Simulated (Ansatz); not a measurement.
# Ti (Ti, hcp): the cost of one run

Program: Ansatz 0.2.0. Level of theory: DFT r²SCAN, plane waves with PAW, scalar-relativistic. These are calculated values, not measurements.

## (1) The starting structure

Symmetry: P6_3/mmc, No. 194, hexagonal system. Conventional cell: a = 2.936 Å, b = 2.936 Å, c = 4.642 Å, α = 90.00°, β = 90.00°, γ = 120.00°. Ti (site symmetry -6m2) has 12 Ti at 2.87 to 2.94 Å as nearest neighbours.

Coordinates:

```
CELL_PARAMETERS angstrom
2.93586 0.00000 0.00000
-1.46793 2.54253 0.00000
0.00000 0.00000 4.64162
ATOMIC_POSITIONS crystal
Ti 0.33333 0.66667 0.25000
Ti 0.66667 0.33333 0.75000
```

## (2) Run at 0.01 eV

The run at 0.01 eV.

The input, input.yaml:

```yaml
crystal:
  lattice:
    - [2.9358559451, 0.0, 0.0]
    - [-1.4679279726, 2.5425258303, 0.0]
    - [0.0, 0.0, 4.6416239676]
  atoms:
    - { symbol: Ti, position: [0.3333333333, 0.6666666667, 0.25] }
    - { symbol: Ti, position: [0.6666666667, 0.3333333333, 0.75] }
hamiltonian:
  xc: r2scan
  pseudopotentials:
    kind: paw
    azcp:
      Ti: "pseudopotentials/Ti.paw.azcp"
basis:
  ecutwfc: 500
  fft_grid_basis: typed
kpoints:
  mp_grid: { grid: [12, 12, 7], shift: [0, 0, 0] }
magnetization:
  spin_polarized: false
scf:
  occupations: { method: gaussian, width: 0.01 }
  lower_state_search: "off"
output:
  stress: true
```

On the command line:

```console
$ ansatz run input.yaml --threads 1 --pin off --max-ram 3584MiB --backend cpu --events-out ev --progress --plain --runs-dir out
```

What time and memory should one allow on 1 thread of Intel Xeon Platinum 8259CL at 2.50GHz (Skylake/Cascade Lake), shared host?

About 8.3 s, with a peak of 0.6 GiB.
